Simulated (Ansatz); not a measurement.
Energy needed to pull apart H₂S₂O (SMILES SOS), singlet, into free ground-state atoms, from the structure below (displaced at random from a GFN2-xTB minimum); no zero-point or spin–orbit terms; open-shell atoms are treated unrestricted, in their ground-state multiplicity.

S1  (-0.900, 0.137, -1.172)
O2  (-0.149, 0.574, 0.286)
S3  (0.986, -0.372, 1.038)
H4  (-1.963, -0.518, -0.609)
H5  (2.065, 0.189, 0.425)
(Å)

Ansatz 0.2.0; basis: def2-TZVPP; cores frozen in the correlated methods.

| method | atomization energy (kJ/mol) |
| --- | --- |
| PBE-D4 | 1338 |
| r2SCAN-D4 | 1279 |
| B97M-V | 1287 |
| PBE0-D4 | 1263 |
| wB97X-V | ? |
| wB97M-V | 1294 |
| HF | ? |
| MP2 | 1239 |
| CCSD | 1168 |
| CCSD(T) | 1209 |

(1) What does HF give? (Judge from chemistry; the value comes from the calculation.)

(2) What does wB97X-V give? (To be estimated.)

No T1 diagnostic of these runs exceeds 0.016.

Answers

(1) By the calculation: 674 kJ/mol, which is about 535 kJ/mol less than CCSD(T)/def2-TZVPP.

(2) The calculation gives: 1286 kJ/mol, which is about 77 kJ/mol more than CCSD(T)/def2-TZVPP.

In triple zeta the MP2 and coupled-cluster atomization energies are still short of their basis limit by a few kcal/mol a bond, whereas those of the functionals are nearly converged, so these differences are not deviations from converged CCSD(T).

For scale, one of the runs: CCSD(T)/def2-TZVPP forces, 143 basis functions (an equivalent command: `ansatz run in.yaml --threads 4`). The run took 30 s on 4 CPU threads (shared host), with 1.4 GiB of host memory at its peak.
